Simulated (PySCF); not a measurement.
**AlNH3 (SMILES [NH2][AlH]) at FCI/STO-3G**

What is the vertical doublet–quartet gap of AlNH3 at FCI/STO-3G? 

The calculation is run with PySCF 2.14.0.

11 further runs of the same task are left out: 11 set aside as unsound or not needed.

## (1) The structure to begin with

AlNH3: 5 atoms, total charge 0, spin state doublet. As SMILES, `[NH2][AlH]`. Geometry: relaxed at PBE0-D4/def2-TZVP. This is one conformer, not always the lowest.

Bond lengths: N1–Al2 1.774 Å, N1–H3 1.007 Å, N1–H4 1.009 Å, Al2–H5 1.604 Å. Angles: N1–Al2–H5 115.7°, Al2–N1–H3 125.4°, Al2–N1–H4 124.3°, H3–N1–H4 110.2°.

## (2) The energy at FCI/STO-3G

Contents of job.py:

```python
from pyscf import gto, mcscf

system = gto.M(
    atom='''
N     -0.116600    -0.660800     0.175100
Al     0.836600     0.833900     0.120800
H      0.148500    -1.505300     0.655500
H     -1.010300    -0.782800    -0.277400
H      0.191800     2.041400    -0.715400
''',
    basis='sto-3g',
    max_memory=1860,
    verbose=3,
    spin=1,
)

mf = system.ROHF()
mf.conv_tol = 1e-10
mf.kernel()
if not mf.converged:
    mf = mf.newton().run(mf.mo_coeff, mf.mo_occ)

cas = mcscf.CASCI(mf, mf.mo_coeff.shape[-1] - 6, (system.nelec[0] - 6, system.nelec[1] - 6))  # full CI above the frozen core
cas.fix_spin_(ss=0.75)
cas.kernel()
e_tot = cas.e_tot
print('E(%s) = %.9f' % ('FCI', e_tot))
```

The run is started by

```console
$ OMP_NUM_THREADS=1 python job.py
```

What it wrote:

```text
converged SCF energy = -294.442613749881
CASCI E = -294.533293678314  E(CI) = -26.5983689039358  S^2 = 0.7500000
E(FCI) = -294.533293678
```

Run time: 4.2 s. Hardware: 1 thread of Arm Neoverse V1, shared host; peak memory 0.16 GiB.

## (3) The quartet

Contents of mol.xyz:

```xyz
5
AlH3N
N     -0.116600    -0.660800     0.175100
Al     0.836600     0.833900     0.120800
H      0.148500    -1.505300     0.655500
H     -1.010300    -0.782800    -0.277400
H      0.191800     2.041400    -0.715400
```

Contents of run.py:

```python
from pyscf import gto, mcscf

mol = gto.M(
    atom='mol.xyz',
    verbose=4,
    charge=0,
    basis='sto-3g',
    max_memory=1860,
    spin=3,
)

mf = mol.ROHF()
mf.conv_tol = 1e-10
mf.kernel()
if not mf.converged:
    mf = mf.newton().run(mf.mo_coeff, mf.mo_occ)

cas = mcscf.CASCI(mf, mf.mo_coeff.shape[-1] - 6, (mol.nelec[0] - 6, mol.nelec[1] - 6))  # full CI above the frozen core
cas.fix_spin_(ss=3.75)
cas.kernel()
e_final = cas.e_tot
print('E = %.10f Eh' % e_final)
```

The run is started by

```console
$ OMP_NUM_THREADS=1 python run.py
```

What it wrote:

```text
PySCF version 2.14.0

[INPUT] num. atoms = 5
[INPUT] num. electrons = 23
[INPUT] charge = 0
[INPUT] spin (= nelec alpha-beta = 2S) = 3
[INPUT] symmetry False subgroup None
[INPUT] Mole.unit = angstrom
[INPUT] Symbol           X                Y                Z      unit          X                Y                Z       unit  Magmom
[INPUT]  1 N     -0.116600000000  -0.660800000000   0.175100000000 AA   -0.220342066124  -1.248731023113   0.330891044411 Bohr   0.0
[INPUT]  2 Al     0.836600000000   0.833900000000   0.120800000000 AA    1.580944875811   1.575842615275   0.228278915847 Bohr   0.0
[INPUT]  3 H      0.148500000000  -1.505300000000   0.655500000000 AA    0.280624329498  -2.844604735308   1.238715474652 Bohr   0.0
[INPUT]  4 H     -1.010300000000  -0.782800000000  -0.277400000000 AA   -1.909190303648  -1.479277610310  -0.524210026954 Bohr   0.0
[INPUT]  5 H      0.191800000000   2.041400000000  -0.715400000000 AA    0.362449470692   3.857686910687  -1.351910069514 Bohr   0.0

nuclear repulsion = 46.2350920559399
number of shells = 11
number of NR pGTOs = 51
number of NR cGTOs = 17
basis = sto-3g
ecp = {}

******** <class 'pyscf.scf.rohf.ROHF'> ********
method = ROHF
initial guess = minao
damping factor = 0
level_shift factor = 0
DIIS = <class 'pyscf.scf.diis.CDIIS'>
diis_start_cycle = 1
diis_space = 8
diis_damp = 0
SCF conv_tol = 1e-10
SCF conv_tol_grad = None
SCF max_cycles = 50
direct_scf = True
direct_scf_tol = 1e-13
num. doubly occ = 10  num. singly occ = 3
Set gradient conv threshold to 1e-05
init E= -294.187889819696
  HOMO = 0.242675130055903  LUMO = 0.390673781635206  gap/eV = 4.02725
cycle= 1 E= -294.161449815837  delta_E= 0.0264  |g|= 0.221  |ddm|= 2.24
  HOMO = 0.339761889164286  LUMO = 0.498683429650898  gap/eV = 4.32448
cycle= 2 E= -294.202261281822  delta_E= -0.0408  |g|= 0.0601  |ddm|= 0.399
  HOMO = 0.314847372346647  LUMO = 0.525756859356218  gap/eV = 5.73914
cycle= 3 E= -294.206250384811  delta_E= -0.00399  |g|= 0.0141  |ddm|= 0.169
  HOMO = 0.314177272482477  LUMO = 0.523858227858811  gap/eV = 5.70571
cycle= 4 E= -294.206486683535  delta_E= -0.000236  |g|= 0.00164  |ddm|= 0.0451
  HOMO = 0.315127169047757  LUMO = 0.524657846741758  gap/eV = 5.70162
cycle= 5 E= -294.20648789487  delta_E= -1.21e-06  |g|= 0.000473  |ddm|= 0.00431
  HOMO = 0.315146908309233  LUMO = 0.524642825084032  gap/eV = 5.70067
cycle= 6 E= -294.206485842559  delta_E= 2.05e-06  |g|= 0.000793  |ddm|= 0.0063
  HOMO = 0.315145251491452  LUMO = 0.524638148635148  gap/eV = 5.70059
cycle= 7 E= -294.206488441349  delta_E= -2.6e-06  |g|= 6.37e-05  |ddm|= 0.00464
  HOMO = 0.315137993951833  LUMO = 0.524629541177775  gap/eV = 5.70056
cycle= 8 E= -294.206488451166  delta_E= -9.82e-09  |g|= 7.88e-06  |ddm|= 0.000283
  HOMO = 0.315140185314512  LUMO = 0.524630421511313  gap/eV = 5.70052
cycle= 9 E= -294.206488451214  delta_E= -4.88e-11  |g|= 9.44e-07  |ddm|= 1.89e-05
  HOMO = 0.315140214645615  LUMO = 0.524630265709693  gap/eV = 5.70051
Extra cycle  E= -294.206488451215  delta_E= -4.55e-13  |g|= 3.12e-07  |ddm|= 2.51e-06
converged SCF energy = -294.206488451215

******** <class 'pyscf.mcscf.casci.CASCI'> ********
CAS (7e+4e, 11o), ncore = 6, nvir = 0
natorb = False
canonicalization = True
sorting_mo_energy = False
******** <class 'pyscf.fci.addons.SpinPenaltyFCISolver'> ********
max. cycles = 200
conv_tol = 1e-08
davidson only = True
linear dependence = 1e-12
level shift = 0.001
max iter space = 12
nroots = 1
pspace_size = 400
spin = None
Density matrix diagonal elements [1.98536507 1.9751921  1.98334984 1.96859228 1.00294682 1.00147437
 0.99721083 0.02283734 0.02686641 0.01841107 0.01775387]
CASCI converged
CASCI E = -294.280001985882  E(CI) = -26.3498907500168  S^2 = 3.7500000
E = -294.2800019859 Eh
```

It took 2.5 s on 1 thread of Arm Neoverse V1, shared host; peak memory 0.14 GiB.

## (4) Results

Level: FCI/STO-3G, 6 core orbitals frozen.

```
                                            quantity          value
                               doublet: total energy  -294.53329 Eh
       doublet: dipole moment (Hartree–Fock density)         1.70 D
doublet: correlation energy (6 core orbitals frozen)      -90.7 mEh
                               quartet: total energy  -294.28000 Eh
       quartet: dipole moment (Hartree–Fock density)         6.09 D
quartet: correlation energy (6 core orbitals frozen)      -73.5 mEh
    vertical energy of the quartet above the doublet       6.892 eV
```

**Reading.** At this shape the quartet lies 6.89 eV (159 kcal/mol) above the doublet. In a minimal basis such a difference can be off by several eV, whatever the method. Mulliken charges (quartet) of the mean-field density run from -0.36 on H5 to +0.23 on H3.
